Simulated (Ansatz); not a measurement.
Bulk modulus B0 (GPa) of solids drawn from the class of elemental solids other than molecular ones, at two levels: PBE (Ansatz, an electronic-structure program, PAW), and B3LYP (VWN-RPA form) (Ansatz, PAW).

| solid | PBE | B3LYP (VWN-RPA form) | shift (%) |
|---|---|---|---|
| fcc Al | 76.9 | 67.5 | -12.2 |
| bcc K | 3.58 | 3.32 | -7.3 |
| bcc Rb | 2.78 | 2.53 | -9.0 |
| diamond-structure Ge | 59.0 | 58.0 | -1.7 |
| diamond | 433 | 444 | +2.5 |
| bcc Mo | 259 | 264 | +1.9 |
| diamond-structure Si | 88.7 | 89.5 | +0.9 |
| bcc Nb | 169 | 158 | -6.5 |
| fcc Sr | 11.6 | 10.0 | -13.8 |
| fcc Cu | 141 | 111 | -21 |

The shifts run from -21 % to +2.5 %, with a median of -6.9 %.

Of 10 rows, B3LYP (VWN-RPA form) is the larger in 3 and the smaller in 7.

Ansatz's runs of these crystals have no spin polarisation.

Exact exchange on metals is sensitive to the k mesh.

Each level is taken at its own relaxed cell. Caveats: the gap of the solid is closed in this run (diamond-structure Ge). Ansatz's density-functional and Hartree–Fock values are scalar-relativistic unless marked +SOC, with PAW data made under PBE.
